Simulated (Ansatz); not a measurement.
**The phosphorus atom: how energies converge with the basis set**

One table from this session's results is given with a row withheld; the runs are named, their logs left out.

Computed with Ansatz 0.2.0, Gaussian basis. Level: one geometry, several basis sets.

Plan: PBE0/def2-SVP; ωB97M-V/def2-SVP; PBE0/def2-QZVPP; ωB97M-V/def2-QZVPP; CCSD(T)/cc-pV(D+d)Z; CCSD(T)/cc-pV(T+d)Z; CCSD(T)/cc-pV(Q+d)Z; the functionals' def2-TZVPP values are taken from earlier runs.

## The atom

1 atom, charge 0, spin multiplicity 4.

The first run:

The input, in.yaml:

```yaml
crystal:
  periodic: [false, false, false]
  atoms:
    - {symbol: P, position_ang: [0.000000, 0.000000, 0.000000]}
basis:
  gaussian: {orbitals: def2-SVP}
magnetization: {spin_polarized: true, initial_magnetization: 3}
hamiltonian: {xc: pbe0}
output: {orbitals: {seedname: orbitals}}
```

Among the steps run: PBE0 in def2-SVP; ωB97M-V in def2-SVP; PBE0 in def2-QZVPP; ωB97M-V in def2-QZVPP.

One table of the session follows, with a row left open; its other results are not shown here.

It belongs to the step «Density functionals: the series». 

```
functional       basis  HOMO (eV)  LUMO (eV)
      PBE0    def2-SVP      -7.36      -2.35
      PBE0  def2-TZVPP          ?          ?
      PBE0  def2-QZVPP      -7.52      -2.64
   ωB97M-V    def2-SVP      -9.18      -0.32
   ωB97M-V  def2-TZVPP      -9.36      -0.76
   ωB97M-V  def2-QZVPP      -9.41      -0.90
```

**Question.** Estimate the row for PBE0, def2-TZVPP.

As computed: HOMO (eV): -7.50; LUMO (eV): -2.60. In the column «HOMO (eV)» it lies between PBE0, def2-QZVPP (-7.52) and PBE0, def2-SVP (-7.36).
